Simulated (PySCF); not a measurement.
**O: ionisation energy**

O [He] 2s2 2p4 (3P) → O⁺ [He] 2s2 2p3 (4S), as a difference of total energies. All numbers are calculated (PySCF 2.14, scalar relativity by spin-free X2C-1e, in x2c-QZVPPall with one added diffuse shell each of s, p, d, f type (8s5p4d3f1g, 73 functions)). Correlated levels: valence: 1s2 frozen; valence and next inner shell: nothing frozen. The calculations carry no spin-orbit coupling.

```
                                method  ionisation energy (eV)
                                   UHF                  12.015
                                   LDA                  13.990
                                   PBE                  14.047
                                  PBE0                  13.834
                                r2SCAN                  13.698
                                revPBE                  13.979
                               wB97M-V                  13.785
                                B2PLYP                  13.794
                               r2SCAN0                  13.579
                         MP2 (valence)                  13.407
                     SCS-MP2 (valence)                  13.532
    MP2 (valence and next inner shell)                  13.420
SCS-MP2 (valence and next inner shell)                  13.537
```

A first-order spin-orbit estimate (lowest level to lowest level, LS coupling) adds 0.010 eV.

Errors of the correlated levels include the incompleteness of this basis and the frozen core.

Task: Which method comes closest to the reference value, and which is furthest?

Result: The reference is 13.618 eV (measured; NIST Atomic Spectra Database, ionization energies). Closest: r2SCAN0 (error -0.030 eV); furthest: UHF (error -1.593 eV), both after the spin-orbit estimate.
